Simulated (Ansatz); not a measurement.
CaB6-type LaB6

All values below come from PBE-D3(BJ) (Ansatz, an electronic-structure program, plane waves, PAW).

Numerical settings: plane-wave cutoff 500 eV, 10×10×10 k mesh, Fermi–Dirac smearing 0.05 eV, scalar-relativistic PAW data made under PBE.

Cell (relaxed at this level):

```cif
data_B6La
_chemical_formula_sum 'La1 B6'
_space_group_name_H-M_alt 'Pm-3m'
_space_group_IT_number 221
_space_group_name_Hall '-P 4 2 3'
_cell_length_a 4.12309
_cell_length_b 4.12309
_cell_length_c 4.12309
_cell_angle_alpha 90.000
_cell_angle_beta 90.000
_cell_angle_gamma 90.000
loop_
_atom_site_label
_atom_site_type_symbol
_atom_site_symmetry_multiplicity
_atom_site_Wyckoff_symbol
_atom_site_fract_x
_atom_site_fract_y
_atom_site_fract_z
_atom_site_occupancy
La1 La 1 a 0.00000 0.00000 0.00000 1
B1 B 6 f 0.19950 0.50000 0.50000 1
```

```json
{
  "equilibrium_volume_per_atom": "10.01 Å³/atom",
  "lattice_parameter_a": "4.123 Å"
}
```

Measured, for comparison: equilibrium volume per atom 10.26 Å³/atom, lattice constant a 4.157 Å (296 K, no zero-point or thermal correction; as tabulated in Tsubota and Kitagawa (2017), doi:10.1038/s41598-017-15766-y). Computed (rounded) less measured: equilibrium volume per atom -2.4 %, lattice constant a -0.8 %. A static lattice is as a rule a little smaller and stiffer than an uncorrected measurement, which narrows the difference in the lattice constant a and would widen misses of the other sign.

Spin–orbit coupling is not included.

Static lattice: no zero-point or thermal effects.
